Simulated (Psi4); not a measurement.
# SiH4O (SMILES O[SiH3]): a chain of runs, part 2 of 2

Psi4 1.11.

## 5. The excited states at TDA-B3LYP/pcseg-1 (density fitting, save jk yes) (run 4)

h4osi.sdf reads:

```

     RDKit          3D

  6  5  0  0  0  0  0  0  0  0999 V2000
    0.6436   -1.0442    0.4251 O   0  0  0  0  0  0  0  0  0  0  0  0
   -0.0392    0.3539   -0.1903 Si  0  0  0  0  0  4  0  0  0  0  0  0
    0.0702   -1.6481    0.9151 H   0  0  0  0  0  0  0  0  0  0  0  0
   -1.1357    0.0584   -1.1603 H   0  0  0  0  0  0  0  0  0  0  0  0
    1.0623    1.0699   -0.8793 H   0  0  0  0  0  0  0  0  0  0  0  0
   -0.6082    1.2172    0.8874 H   0  0  0  0  0  0  0  0  0  0  0  0
  2  1  1  0
  3  1  1  0
  4  2  1  0
  5  2  1  0
  6  2  1  0
M  END
$$$$
```

calc.py reads:

```python
import psi4
from rdkit import Chem

psi4.set_memory(1600000000)
psi4.set_num_threads(1)
psi4.set_output_file('run.log', False)

rd = Chem.SDMolSupplier('h4osi.sdf', removeHs=False, sanitize=False)[0]
xyz = rd.GetConformer().GetPositions()
atoms = '\n'.join(f'{a.GetSymbol()} {x:.4f} {y:.4f} {z:.4f}' for a, (x, y, z) in zip(rd.GetAtoms(), xyz))
molecule = psi4.geometry('0 1\n' + atoms + '')

psi4.set_options({
    'basis': 'pcseg-1',
    'save_jk': True,
})

from psi4.driver.procrouting.response.scf_response import tdscf_excitations
energy_value, wavefunction = psi4.energy('b3lyp', molecule=molecule, return_wfn=True)
states = tdscf_excitations(wavefunction, states=4, tda=True)
for k, s in enumerate(states, 1):
    print(f"root {k}: {s['EXCITATION ENERGY'] * 27.211386:.4f} eV  f = {s['OSCILLATOR STRENGTH (LEN)']:.4f}  {s['SYMMETRY']}")
print(f'b3lyp energy: {energy_value:.10f} Eh')
```

Command:

```
python calc.py
```

run.log:

```text
Remigio,

    h
    h
    h

    -----------------------------------------------------------------------

    Memory:     1.5 GiB
    Threads:    1
                ecpint, einsums, f̶o̶r̶t̶e̶, gauxc, gcp, g̶d̶m̶a̶, geometric, g̶p̶u̶_̶d̶f̶c̶c̶,
                i̶n̶t̶e̶g̶r̶a̶t̶o̶r̶x̶x̶, i̶p̶i̶, libefp, m̶d̶i̶, m̶p̶2̶d̶, m̶r̶c̶c̶, ooo,
                o̶p̶e̶n̶f̶e̶r̶m̶i̶o̶n̶p̶s̶i̶4̶, pcmsolver, p̶s̶i̶4̶f̶o̶c̶k̶c̶i̶, p̶s̶i̶x̶a̶s̶,
                p̶y̶e̶i̶n̶s̶u̶m̶s̶, r̶e̶s̶p̶, s̶i̶m̶i̶n̶t̶, s̶n̶s̶m̶p̶2̶,
                v̶2̶r̶d̶m̶_̶c̶a̶s̶s̶c̶f̶

   => Loading Basis Set <=

    Name: PCSEG-1
    Role: ORBITAL
    Keyword: BASIS

         ---------------------------------------------------------
                                   SCF
                              RKS Reference
                        1 Threads,   1525 MiB Core
         ---------------------------------------------------------

  ==> Geometry <==

    Molecular point group: c1
    Full point group: C1

    Geometry (in Angstrom), charge = 0, multiplicity = 1:

       Center              X                  Y                   Z               Mass
    ------------   -----------------  -----------------  -----------------  -----------------
         O            0.464831547042    -0.917166680832     0.399341815493    15.994914619570
         SI          -0.217968452958     0.480933319168    -0.216058184507    27.976926534650
         H           -0.108568452958    -1.521066680832     0.889341815493     1.007825032230
         H           -1.314468452958     0.185433319168    -1.186058184507     1.007825032230
         H            0.883531547042     1.196933319168    -0.905058184507     1.007825032230
         H           -0.786968452958     1.344233319168     0.861641815493     1.007825032230

  Running in c1 symmetry.

  Rotational constants: A =      2.55339  B =      0.44978  C =      0.44104 [cm^-1]
  Rotational constants: A =  76548.57073  B =  13484.09187  C =  13222.17703 [MHz]
  Nuclear repulsion =   64.027767094241042

  Charge       = 0
  Multiplicity = 1
  Electrons    = 26
  Nalpha       = 13
  Nbeta        = 13

  ==> Algorithm <==

  SCF Algorithm Type is DF.
  DIIS enabled.
  MOM disabled.
  Fractional occupation disabled.
  Guess Type is SAD.
  Energy threshold   = 1.00e-06
  Density threshold  = 1.00e-06
  Integral threshold = 1.00e-12

  ==> Primary Basis <==

  Basis Set: PCSEG-1
    Blend: PCSEG-1
    Number of shells: 26
    Number of basis functions: 52
    Number of Cartesian functions: 54
    Spherical Harmonics?: true
    Max angular momentum: 2

  ==> DFT Potential <==

   => LibXC <=

    Version 7.1.2

   => Composite Functional: B3LYP <=

    B3LYP Hyb-GGA Exchange-Correlation Functional

    Deriv               =              1
    GGA                 =           TRUE
    Meta                =          FALSE

    Exchange Hybrid     =           TRUE
    MP2 Hybrid          =          FALSE

   => Exchange Functionals <=

    0.0800   Slater exchange
    0.7200         Becke 88

   => Exact (HF) Exchange <=

    0.2000               HF

   => Correlation Functionals <=

    0.1900   Vosko, Wilk & Nusair (VWN5_RPA)
    0.8100   Lee, Yang & Parr

   => LibXC Density Thresholds  <==

    XC_HYB_GGA_XC_B3LYP:  1.00E-15

   => Molecular Quadrature <=

    Radial Scheme          =       TREUTLER
    Pruning Scheme         =           NONE
    Nuclear Scheme         =       TREUTLER

    Blocking Scheme        =         OCTREE
    BS radius alpha        =              1
    Pruning alpha          =              1
    Radial Points          =             75
    Spherical Points       =            302
    Total Points           =         131324
    Total Blocks           =           1047
    Max Points             =            256
    Max Functions          =             52
    Weights Tolerance      =       1.00E-15

   => Loading Basis Set <=

    Name: (PCSEG-1 AUX)
    Role: JKFIT
    Keyword: DF_BASIS_SCF

  ==> Integral Setup <==

  DFHelper Memory: AOs need 0.007 GiB; user supplied 0.943 GiB.
  SCF_SUBTYPE=INCORE selected. In-core MEM_DF algorithm will be used.
  Using in-core AOs.

  ==> MemDFJK: Density-Fitted J/K Matrices <==

    J tasked:                   Yes
    K tasked:                   Yes
    wK tasked:                   No
    Memory [MiB]:               965
    Algorithm:                 Core
    Schwarz Cutoff:           1E-12
    Mask sparsity (%):       0.0740
    Fitting Condition:        1E-10

   => Auxiliary Basis Set <=

  Basis Set: (PCSEG-1 AUX)
    Blend: DEF2-UNIVERSAL-JKFIT
    Number of shells: 87
    Number of basis functions: 277
    Number of Cartesian functions: 328
    Spherical Harmonics?: true
    Max angular momentum: 4

  Cached 100.0% of DFT collocation blocks in 0.175 [GiB].

  Minimum eigenvalue in the overlap matrix is 1.2669628432E-02.
  Reciprocal condition number of the overlap matrix is 2.9516803718E-03.
    Using symmetric orthogonalization.

  ==> Pre-Iterations <==

  SCF Guess: Superposition of Atomic Densities via on-the-fly atomic UHF (no occupation information).

   -------------------------
    Irrep   Nso     Nmo
   -------------------------
     A         52      52
   -------------------------
    Total      52      52
   -------------------------

  ==> Iterations <==

                           Total Energy        Delta E     RMS |[F,P]|

   @DF-RKS iter SAD:  -366.65869364363579   -3.66659e+02   0.00000e+00
   @DF-RKS iter   1:  -366.96148683371592   -3.02793e-01   1.30884e-02 ADIIS/DIIS
   @DF-RKS iter   2:  -366.56359045963887    3.97896e-01   2.30322e-02 ADIIS/DIIS
   @DF-RKS iter   3:  -367.14257761319175   -5.78987e-01   1.09965e-03 ADIIS/DIIS
   @DF-RKS iter   4:  -367.14463952788191   -2.06191e-03   3.76642e-04 ADIIS/DIIS
   @DF-RKS iter   5:  -367.14487038343299   -2.30856e-04   5.80655e-05 DIIS
   @DF-RKS iter   6:  -367.14487543319035   -5.04976e-06   6.62874e-06 DIIS
   @DF-RKS iter   7:  -367.14487548773656   -5.45462e-08   5.76098e-07 DIIS
  Energy and wave function converged.

  ==> Post-Iterations <==

   Electrons on quadrature grid:
      Ntotal   =   26.0000054654 ; deviation = 5.465e-06

    Orbital Energies [Eh]
    ---------------------

    Doubly Occupied:

       1A    -66.134180     2A    -19.125718     3A     -5.303127
       4A     -3.666598     5A     -3.664287     6A     -3.664178
       7A     -1.007298     8A     -0.571199     9A     -0.475889
      10A     -0.383545    11A     -0.380372    12A     -0.333964
      13A     -0.309322

    Virtual:

      14A     -0.005283    15A      0.060136    16A      0.070918
      17A      0.076566    18A      0.080633    19A      0.166543
      20A      0.166681    21A      0.246098    22A      0.298676
      23A      0.435890    24A      0.455831    25A      0.502265
      26A      0.515379    27A      0.560722    28A      0.646998
      29A      0.851514    30A      0.899802    31A      0.935931
      32A      0.937302    33A      0.984347    34A      1.070722
      35A      1.494757    36A      1.664457    37A      1.772191
      38A      1.810532    39A      1.858105    40A      1.908941
      41A      2.011347    42A      2.015625    43A      2.017596
      44A      2.263818    45A      2.316775    46A      2.382550
      47A      2.527240    48A      2.553495    49A      2.614113
      50A      2.726458    51A      2.885477    52A      3.474084

    Final Occupation by Irrep:
              A
    DOCC [    13 ]
    NA   [    13 ]
    NB   [    13 ]

  @DF-RKS Final Energy:  -367.14487548773656

   => Energetics <=

    Nuclear Repulsion Energy =             64.0277670942410424
    One-Electron Energy =                -634.4171431666954959
    Two-Electron Energy =                 228.2874739212280986
    DFT Exchange-Correlation Energy =     -25.0429733365102862
    Empirical Dispersion Energy =           0.0000000000000000
    VV10 Nonlocal Energy =                  0.0000000000000000
    Total Energy =                       -367.1448754877366127

Computation Completed

Properties will be evaluated at   0.000000,   0.000000,   0.000000 [a0]

Properties computed using the SCF density matrix

 Multipole Moments:

 ------------------------------------------------------------------------------------
     Multipole            Electronic (a.u.)      Nuclear  (a.u.)        Total (a.u.)
 ------------------------------------------------------------------------------------

 L = 1.  Multiply by 2.5417464519 to convert [e a0] to [Debye]
 Dipole X            :          0.7160197           -1.2460472           -0.5300275
 Dipole Y            :         -1.2343130            1.1362286           -0.0980844
 Dipole Z            :          0.5140463           -0.3216556            0.1923907
 Magnitude           :                                                    0.5723320

 ------------------------------------------------------------------------------------

	total time  =          3 seconds =       0.05 minutes

******************************************************************************************
**********                               WARNING                                **********
**********       The names of excited state variables changed between 1.5       **********
**********     and 1.6. For a quick solution, remove the symmetry specifier     **********
**********   from the variable name. For full details, see 'Notes on Psivars'   **********
**********                        in the documentation.                         **********
******************************************************************************************

         ---------------------------------------------------------
                         TDSCF excitation energies
         ---------------------------------------------------------

  ==> Options <==

     Residual threshold  : 1.0000e-04
     Initial guess       : denominators
     Reference           : RHF
     Solver type         : TDA (Davidson)

  ==> Requested Excitations <==

      4 singlet states with A symmetry

  ==> Seeking the lowest 4 singlet states with A symmetry

                         Generalized Davidson Solver

  ==> Options <==

    Max number of iterations        = 60
    Eigenvector tolerance           = 1.0000e-04
    Max number of expansion vectors = 800

  => Iterations <=
                           Max[D[value]]     Max[|R|]   # vectors
  DavidsonSolver iter   1:   3.31865e-01  4.29751e-02     16
  DavidsonSolver iter   2:   1.91237e-03  9.26404e-03     20
  DavidsonSolver iter   3:   1.28123e-04  2.03832e-03     24
  DavidsonSolver iter   4:   4.67780e-06  2.98616e-04     28
  DavidsonSolver iter   5:   1.10190e-07  5.36440e-05     31      Converged

******************************************************************************************
**********                               WARNING                                **********
**********  Length-gauge rotatory strengths are **NOT** gauge-origin invariant  **********
******************************************************************************************

                                    Excitation Energy         Total Energy        Oscillator Strength             Rotatory Strength
     #   Sym: GS->ES (Trans)        au              eV              au          au (length)    au (velocity)    au (length)    au (velocity)
    ---- -------------------- --------------- --------------- --------------- --------------- --------------- --------------- ---------------
     1        A->A (1 A)       0.25703         6.99415        -366.88785       0.0064          0.0293          0.0000          0.0000
     2        A->A (1 A)       0.28602         7.78289        -366.85886       0.0131          0.0142          0.0000         -0.0000
     3        A->A (1 A)       0.32668         8.88937        -366.81820       0.0081          0.0040         -0.0001         -0.0001
     4        A->A (1 A)       0.33098         9.00643        -366.81390       0.0164          0.0241         -0.0000         -0.0000

Contributing excitations
Only contributions with abs(coeff) > 1.00e-01 will be printed:

Excited State    1 (1 A):   0.25703 au   177.27 nm f = 0.0064
  Sums of squares: Xssq =  1.000000e+00
     13a  ->  14a    -0.997297 (99.460%)

Excited State    2 (1 A):   0.28602 au   159.30 nm f = 0.0131
  Sums of squares: Xssq =  1.000000e+00
     12a  ->  14a     0.990241 (98.058%)

Excited State    3 (1 A):   0.32668 au   139.47 nm f = 0.0081
  Sums of squares: Xssq =  1.000000e+00
     11a  ->  14a     0.163813 ( 2.683%)
     12a  ->  16a     0.174414 ( 3.042%)
     13a  ->  15a    -0.939385 (88.245%)
     13a  ->  18a    -0.195800 ( 3.834%)

Excited State    4 (1 A):   0.33098 au   137.66 nm f = 0.0164
  Sums of squares: Xssq =  1.000000e+00
     11a  ->  14a    -0.859351 (73.848%)
     13a  ->  15a    -0.220637 ( 4.868%)
     13a  ->  17a    -0.441134 (19.460%)
     13a  ->  18a     0.104207 ( 1.086%)

******************************************************************************************
**********                               WARNING                                **********
**********       The names of excited state variables changed between 1.5       **********
**********     and 1.6. For a quick solution, remove the symmetry specifier     **********
**********   from the variable name. For full details, see 'Notes on Psivars'   **********
**********                        in the documentation.                         **********
******************************************************************************************
```

Standard output:

```text
root 1: 6.9941 eV  f = 0.0064  A
root 2: 7.7829 eV  f = 0.0131  A
root 3: 8.8894 eV  f = 0.0081  A
root 4: 9.0064 eV  f = 0.0164  A
b3lyp energy: -367.1448754877 Eh
```

Wall time 9.6 s (1 thread of Intel Xeon Platinum 8375C at 2.90GHz (Ice Lake), shared host); peak memory 0.42 GiB.

The roots found:

```csv
excited state,energy (eV),strength,label
1,6.994,0.0064,A 1
2,7.783,0.0131,A 1
3,8.889,0.0081,A 1
4,9.006,0.0164,A 1
```

## 6. What came out

What follows sums up all 2 parts.

| quantity | value |
| --- | --- |
| run 1, B3LYP-D4/pcseg-1: total energy at the end | -367.14871 Eh |
| run 1, B3LYP-D4/pcseg-1: dipole moment | 1.45 D |
| run 1, B3LYP-D4/pcseg-1: HOMO energy | -8.42 eV |
| run 1, B3LYP-D4/pcseg-1: LUMO energy | -0.14 eV |
| run 1, B3LYP-D4/pcseg-1: HOMO–LUMO gap | 8.27 eV |
| run 1, B3LYP-D4/pcseg-1: dispersion energy | -10.07 kJ/mol |
| run 2, B3LYP-D4/pcseg-1: lowest harmonic wavenumber | 218 cm⁻¹ |
| run 2, B3LYP-D4/pcseg-1: highest harmonic wavenumber | 3849 cm⁻¹ |
| run 2, B3LYP-D4/pcseg-1: zero-point energy | 100.5 kJ/mol |
| run 2, B3LYP-D4/pcseg-1: ideal-gas entropy at 298.15 K (symmetry number 1 as used) | 61.5 cal/(mol K) |
| run 3, MP2-F12/cc-pVDZ-F12: total energy | -366.64325 Eh |
| run 3, MP2-F12/cc-pVDZ-F12: HOMO energy (Hartree–Fock orbitals) | -12.46 eV |
| run 3, MP2-F12/cc-pVDZ-F12: LUMO energy (Hartree–Fock orbitals) | 1.24 eV |
| run 3, MP2-F12/cc-pVDZ-F12: HOMO–LUMO gap (Hartree–Fock orbitals) | 13.70 eV |
| run 3, MP2-F12/cc-pVDZ-F12: correlation energy (6 core orbitals frozen) | -426.9 mEh |
| run 4, TDA-B3LYP/pcseg-1: ground-state or mean-field energy | -367.14488 Eh |
| run 4, TDA-B3LYP/pcseg-1: dipole moment (B3LYP Kohn–Sham density) | 1.45 D |
| run 4, TDA-B3LYP/pcseg-1: HOMO energy (B3LYP Kohn–Sham orbitals) | -8.42 eV |
| run 4, TDA-B3LYP/pcseg-1: LUMO energy (B3LYP Kohn–Sham orbitals) | -0.14 eV |
| run 4, TDA-B3LYP/pcseg-1: HOMO–LUMO gap (B3LYP Kohn–Sham orbitals) | 8.27 eV |
| run 4, TDA-B3LYP/pcseg-1: lowest excitation energy | 6.99 eV |

In words: The optimisation (run 1, B3LYP-D4/pcseg-1) took 5 steps and changed the energy by -0.013 eV. All 12 modes (run 2, B3LYP-D4/pcseg-1) are real, so the shape is a minimum at this level. The brightest of the 4 transitions from the ground state lies at 9.01 eV (138 nm, f = 0.016); the lowest, at 6.99 eV, has f = 0.006. The basis has no diffuse functions, so Rydberg states are missing or pushed up, and the true lowest state may lie lower. Roots above 8.4 eV lie over the negative of the HOMO energy, where those of Rydberg kind are poorly described; valence roots are less touched.
